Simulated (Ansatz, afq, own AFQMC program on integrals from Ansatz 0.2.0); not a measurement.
**Al, doublet → Al, quartet**

A free Al atom.

E(quartet, charge +0) − E(doublet, charge +0) at this geometry, on UHF and UHF determinants.

Basis aug-cc-pVDZ. Noble-gas cores (and the filled d shells of Ga–Kr and In–Xe) are frozen. Integrals, coupled cluster, full CI and functionals: Ansatz 0.2.0; the random walks run on the same integrals in our own AFQMC program. The CISD trial takes its coefficients from CCSD amplitudes. Released means that phaseless walkers are propagated on without the constraint, phases kept. ± is one standard error of the sampling. The errors of all members are added in quadrature.

Full CI on the same integrals is exact in this basis and with this determinant's frozen core.

The best estimate is CCSD(T) at the basis-set limit (CBS: def2-TZVPP and def2-QZVPP, with their diffuse functions for anions and beside diffuse sets, CCSD(T) itself extrapolated) plus the step from CCSD(T) to full CI in aug-cc-pVDZ. Rows without CBS are in aug-cc-pVDZ, the functionals in def2-TZVP; B2PLYP and the wave-function rows carry a basis error of their own. Core correlation and relativity beyond core potentials are missing, and ± holds the sampling alone.

Cautions: Al (doublet): the released energies have errors that jump between times, so the bars are unsure, so no released level is given (meV from the phaseless value at times in 1/Eh: -0.8 ± 0.8 at 0.24, -1.3 ± 0.8 at 0.51, 3 ± 5 at 0.99, -2.5 ± 0.7 at 1.62, -3.0 ± 0.6 at 2.40), though the last usable value meets full CI within the noise; Al (quartet): another spin lies lower, the released energies have errors that jump between times, so the bars are unsure, so no released level is given (meV from the phaseless value at times in 1/Eh: -1.2 ± 1.6 at 0.24, -1.7 ± 1.0 at 0.51, -0.6 ± 0.3 at 0.99, 74 ± 71 at 1.62, 6 ± 4 at 2.40), though the last usable value meets full CI within the noise; core correlation is missing, and it shifts such a gap most where an s electron is promoted.

Best estimate: 334.4 kJ/mol.

```json
{"level": "HF", "vertical spin gap (kJ/mol)": "233.3", "error against the best estimate (kJ/mol)": "-101.1"}
{"level": "MP2", "vertical spin gap (kJ/mol)": "295.0", "error against the best estimate (kJ/mol)": "-39.3"}
{"level": "CCSD", "vertical spin gap (kJ/mol)": "326.6", "error against the best estimate (kJ/mol)": "-7.8"}
{"level": "CCSD(T)", "vertical spin gap (kJ/mol)": "328.5", "error against the best estimate (kJ/mol)": "-5.9"}
{"level": "ph-AFQMC/CISD", "vertical spin gap (kJ/mol)": "329.2 ± 0.08", "error against the best estimate (kJ/mol)": "-5.2 ± 0.08"}
{"level": "FCI", "vertical spin gap (kJ/mol)": "329.5", "error against the best estimate (kJ/mol)": "-4.8"}
{"level": "HF/CBS", "vertical spin gap (kJ/mol)": "230.0", "error against the best estimate (kJ/mol)": "-104.3"}
{"level": "MP2/CBS", "vertical spin gap (kJ/mol)": "309.6", "error against the best estimate (kJ/mol)": "-24.7"}
{"level": "CCSD(T)/CBS", "vertical spin gap (kJ/mol)": "333.4", "error against the best estimate (kJ/mol)": "-1.0"}
{"level": "PBE", "vertical spin gap (kJ/mol)": "343.8", "error against the best estimate (kJ/mol)": "9.5"}
{"level": "r2SCAN", "vertical spin gap (kJ/mol)": "306.0", "error against the best estimate (kJ/mol)": "-28.3"}
{"level": "PBE0", "vertical spin gap (kJ/mol)": "332.3", "error against the best estimate (kJ/mol)": "-2.1"}
{"level": "B3LYP", "vertical spin gap (kJ/mol)": "367.2", "error against the best estimate (kJ/mol)": "32.8"}
{"level": "wB97M-V", "vertical spin gap (kJ/mol)": "378.4", "error against the best estimate (kJ/mol)": "44.0"}
{"level": "B2PLYP", "vertical spin gap (kJ/mol)": "355.0", "error against the best estimate (kJ/mol)": "20.7"}
```

Correlation beyond CCSD(T) adds 1.0 kJ/mol. Going to the basis-set limit adds 4.8 kJ/mol at CCSD(T). The perturbative (T) step is worth +2.0 kJ/mol.

Best estimates are given only where the step beyond CCSD(T) is under 0.3 eV and no member's determinant is very poor (T1 over 0.05, or 0.07 for open shells, ⟨S²⟩ too high by 0.3, two states mixed), so the hardest cases are missing from such tables.

The functionals ran in a triple-zeta set and keep a basis error of their own, a few kJ/mol for each bond in atomization energies and more for double hybrids, so close places among them and the extrapolated levels can swap.

Each member of a difference takes its own highest rung, so a best estimate needn't equal the limit plus the step of one row. A walk keeps the symmetry of its determinant, which the program's search chose and which needn't be the lowest solution, so a lower state of the same spin and another symmetry isn't excluded.
